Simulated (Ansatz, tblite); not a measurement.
Forces on the cluster Li3H3⁺ at its PBE0-D4/def2-TZVP geometry. Total charge 1; doublet.

The xTB rows come from tblite. In the doublet, H5 and H6 lie 0.78 Å apart (atoms count from 1), so H2 has formed as a molecule. Another isomer (doublet) lies 0.52 eV lower at PBE0-D4/def2-TZVP; other spin states weren't run for this one.

GFN1-xTB (tblite), largest force 0.92 eV/Å:

```xyz
6
positions Å, forces eV/Å
Li    0.221    0.874    0.975    0.045   -0.369   -0.407
Li   -0.554   -1.773    1.603    0.199    0.187   -0.185
Li   -0.011   -0.854   -1.016    0.141    0.340    0.410
H    -0.865   -0.412    0.459   -0.404   -0.059    0.098
H     0.237    1.196   -1.065   -0.798    0.263   -0.135
H     0.972    0.970   -0.955    0.817   -0.362    0.219
```

GFN2-xTB (tblite), largest force 1.39 eV/Å:

```
Li 0.168 -0.357 0.334
Li 0.315 -0.063 0.018
Li 0.162 -0.400 0.285
H -0.688 0.421 -0.285
H -1.158 0.642 -0.422
H 1.201 -0.242 0.070
```

PBE-D4/def2-TZVP (Ansatz), largest force 0.32 eV/Å:

```
Li 0.011 0.038 -0.010
Li -0.007 -0.028 0.025
Li 0.008 0.014 -0.037
H -0.009 -0.006 0.006
H -0.303 0.086 -0.039
H 0.300 -0.103 0.054
```
